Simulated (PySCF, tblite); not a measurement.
# C4H3S radical: geometry, infrared bands and EPR parameters

Wanted: the infrared bands and EPR parameters of C4H3S radical (`CC#C[C]=S`), by calculation.

Computed with tblite 0.8.0 and PySCF 2.14.0, with density-fitted response routines of our own, on a single molecule in the gas phase. Atoms are numbered from 0 throughout.

## (1) Starting geometry

8 atoms, charge 0, multiplicity 2; geometry from: force field or distance geometry start.

Bonds of the start (Å): C0–C1 1.45, C1–C2 1.21, C2–C3 1.53, C3–S4 1.80, C0–H5 1.10, C0–H6 1.10, C0–H7 1.09.

## (2) Relaxing the molecule with GFN2-xTB

Job settings and geometry (Å):

```
{"job": {"kind": "relax", "xc": "GFN2-xTB", "basis": "xTB"}, "charge": 0, "multiplicity": 2}
C     -1.628200    -0.180200     0.022000
C     -0.187600    -0.015400     0.008500
C      1.020300     0.105700     0.017800
C      2.542900     0.282700     0.001100
S      4.330600     0.467100     0.011400
H     -2.138000     0.792700     0.113400
H     -1.979600    -0.643500    -0.907700
H     -1.951500    -0.799700     0.864400
```

Launch:

```sh
$ OMP_NUM_THREADS=1 python probes_run.py task.json out
```

The driver reads the jobs from task.json and runs them one after another.

**Question.** This job is followed by: GFN2-xTB harmonic vibrations, gas phase; UKS B3LYP, pcH-1 on C H S, non-relativistic, mean-field spin-orbit, GIAO. What will the session give for the following? strongest single infrared mode (GFN2-xTB); zero-point energy (GFN2-xTB); g(iso) (B3LYP); ⟨S²⟩; largest a(iso) (averaged by class); potential on the surface of density 0.002 e/bohr³, 1st and 99th percentile; property runs in this session.

**Answer**, as computed:

| quantity | value |
| --- | --- |
| strongest single infrared mode (GFN2-xTB) | 2117 cm⁻¹, 342 km/mol |
| zero-point energy (GFN2-xTB) | 31.3 kcal/mol |
| g(iso) (B3LYP) | 1.90871 |
| ⟨S²⟩ | 0.763 (exact 0.75) |
| largest a(iso) (averaged by class) | 13C on C2, -56.9 MHz |
| potential on the surface of density 0.002 e/bohr³, 1st and 99th percentile | -0.68 V and 1.28 V |
| property runs in this session | 1, of which 0 failed and 1 gave unsound results |

**Reading.** The optimisation took 11 steps and gained 1.987 eV; among the close pairs (by a distance rule), C2–C3 changed most, from 1.533 to 1.299 Å. No mode is imaginary among the 18: a minimum at this level. The strongest single mode, at 2117 cm⁻¹, moves mainly C2 and C1. Unscaled tight-binding wavenumbers are off by several per cent, some by more. Its intensities can rank the bands wrongly. The largest spin populations lie on C1 (0.48 e), C3 (0.44 e). The isotropic g lies 93.6 ppt below the free-electron value. These values are not to be trusted: the run shows nearly degenerate orbitals, where second-order g theory doesn't apply. The conformer search found further structures of the same energy, which may be mirror or relabelled copies of this one.
